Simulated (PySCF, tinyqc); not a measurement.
MP2 on RHF in the sto-3g basis, for CH+, spin multiplicity 1, step by step. The lowest restricted solution is unstable here: a spin-polarised one lies 0.0081 hartree lower (PySCF). One step of it, computed by the program tinyqc.

Task: Second-order Moller-Plesset energy. E2 = sum_ijab (ia|jb) [2 (ia|jb) - (ib|ja)] / (e_i + e_j - e_a - e_b) over occupied i, j and virtual a, b; the opposite-spin part is (ia|jb)^2 / denominator, the rest is same-spin, and SCS-MP2 scales them by 6/5 and 1/3.

orbital energies (hartree): MO1 -11.653562, MO2 -1.141265, MO3 -0.786293, MO4 -0.251357, MO5 -0.251357, MO6 -0.057848

Two-electron integrals over orbitals (pq|rs), unique and non-zero (hartree):
```
p,q,r,s,(pq|rs)
1,1,1,1,3.513968
2,1,1,1,-0.336437
2,1,2,1,0.051357
2,2,1,1,0.794982
2,2,2,1,-0.012935
2,2,2,2,0.577037
3,1,1,1,0.121515
3,1,2,1,-0.016215
3,1,2,2,0.012262
3,1,3,1,0.018882
3,2,1,1,-0.093312
3,2,2,1,0.007260
3,2,2,2,0.007522
3,2,3,1,0.014983
3,2,3,2,0.110020
3,3,1,1,0.708362
3,3,2,1,-0.009610
3,3,2,2,0.518728
3,3,3,1,-0.005699
3,3,3,2,-0.037702
3,3,3,3,0.557460
4,1,4,1,0.021441
4,2,4,1,0.026853
4,2,4,2,0.115198
4,3,4,1,-0.009558
4,3,4,2,-0.034194
4,3,4,3,0.037085
4,4,1,1,0.852069
4,4,2,1,-0.010433
4,4,2,2,0.583143
4,4,3,1,0.003606
4,4,3,2,-0.051852
4,4,3,3,0.526886
4,4,4,4,0.672833
5,1,5,1,0.021441
5,2,5,1,0.026853
5,2,5,2,0.115198
5,3,5,1,-0.009558
5,3,5,2,-0.034194
5,3,5,3,0.037085
5,4,5,4,0.036269
5,5,1,1,0.852069
5,5,2,1,-0.010433
5,5,2,2,0.583143
5,5,3,1,0.003606
5,5,3,2,-0.051852
5,5,3,3,0.526886
5,5,4,4,0.600295
5,5,5,5,0.672833
6,1,1,1,0.100077
6,1,2,1,-0.017433
6,1,2,2,-0.002313
6,1,3,1,-0.005959
6,1,3,2,-0.016264
6,1,3,3,0.010243
6,1,4,4,0.002880
6,1,5,5,0.002880
6,1,6,1,0.015480
6,2,1,1,-0.164019
6,2,2,1,0.002918
6,2,2,2,-0.082479
6,2,3,1,-0.013483
6,2,3,2,-0.011544
6,2,3,3,-0.013376
6,2,4,4,-0.087998
6,2,5,5,-0.087998
6,2,6,1,0.009136
6,2,6,2,0.075973
6,3,1,1,-0.221355
6,3,2,1,0.004722
6,3,2,2,-0.078360
6,3,3,1,0.002578
6,3,3,2,0.078535
6,3,3,3,-0.069913
6,3,4,4,-0.119094
6,3,5,5,-0.119094
6,3,6,1,-0.005033
6,3,6,2,0.061886
6,3,6,3,0.142976
6,4,4,1,-0.007252
6,4,4,2,-0.030439
6,4,4,3,-0.007760
6,4,6,4,0.020441
6,5,5,1,-0.007252
6,5,5,2,-0.030439
6,5,5,3,-0.007760
6,5,6,5,0.020441
6,6,1,1,0.578931
6,6,2,1,-0.004704
6,6,2,2,0.487784
6,6,3,1,0.011570
6,6,3,2,0.085773
6,6,3,3,0.489182
6,6,4,4,0.437795
6,6,5,5,0.437795
6,6,6,1,-0.006981
6,6,6,2,0.005911
6,6,6,3,0.072754
6,6,6,6,0.618152
```

Hartree-Fock energy = -37.41611086 hartree

Give: Terms; Pair energies; MP2 correlation energy; SCS-MP2 correlation energy; MP2 total energy.

Result:

Terms:
```
i,j,a,b,(ia|jb),(ib|ja),denominator,term
3,3,6,6,0.1430,0.1430,-1.4569,-0.0140
2,2,4,4,0.1152,0.1152,-1.7798,-0.0075
2,2,5,5,0.1152,0.1152,-1.7798,-0.0075
2,2,6,6,0.0760,0.0760,-2.1668,-0.0027
3,2,6,6,0.0619,0.0619,-1.8119,-0.0021
2,3,6,6,0.0619,0.0619,-1.8119,-0.0021
3,3,4,4,0.0371,0.0371,-1.0699,-0.0013
3,3,5,5,0.0371,0.0371,-1.0699,-0.0013
2,3,4,4,-0.0342,-0.0342,-1.4248,-0.0008
2,3,5,5,-0.0342,-0.0342,-1.4248,-0.0008
3,2,4,4,-0.0342,-0.0342,-1.4248,-0.0008
3,2,5,5,-0.0342,-0.0342,-1.4248,-0.0008
1,2,4,4,0.0269,0.0269,-12.2921,-5.87e-05
2,1,4,4,0.0269,0.0269,-12.2921,-5.87e-05
2,1,5,5,0.0269,0.0269,-12.2921,-5.87e-05
1,2,5,5,0.0269,0.0269,-12.2921,-5.87e-05
1,1,4,4,0.0214,0.0214,-22.8044,-2.02e-05
1,1,5,5,0.0214,0.0214,-22.8044,-2.02e-05
1,1,6,6,0.0155,0.0155,-23.1914,-1.03e-05
1,3,4,4,-0.0096,-0.0096,-11.9371,-7.65e-06
1,3,5,5,-0.0096,-0.0096,-11.9371,-7.65e-06
3,1,4,4,-0.0096,-0.0096,-11.9371,-7.65e-06
3,1,5,5,-0.0096,-0.0096,-11.9371,-7.65e-06
1,2,6,6,0.0091,0.0091,-12.6791,-6.58e-06
2,1,6,6,0.0091,0.0091,-12.6791,-6.58e-06
1,3,6,6,-0.0050,-0.0050,-12.3242,-2.06e-06
3,1,6,6,-0.0050,-0.0050,-12.3242,-2.06e-06
```

Pair energies (hartree; pair i-j sums ij and ji):
```
pair,opposite spin,same spin
1-1,-5.07e-05,0.0000
2-1,-2.48e-04,0.0000
2-2,-0.0176,0.0000
3-1,-3.47e-05,0.0000
3-2,-0.0075,0.0000
3-3,-0.0166,0.0000
```

MP2 correlation energy = -0.042021 hartree

SCS-MP2 correlation energy = -0.050426 hartree

MP2 total energy = -37.458132 hartree
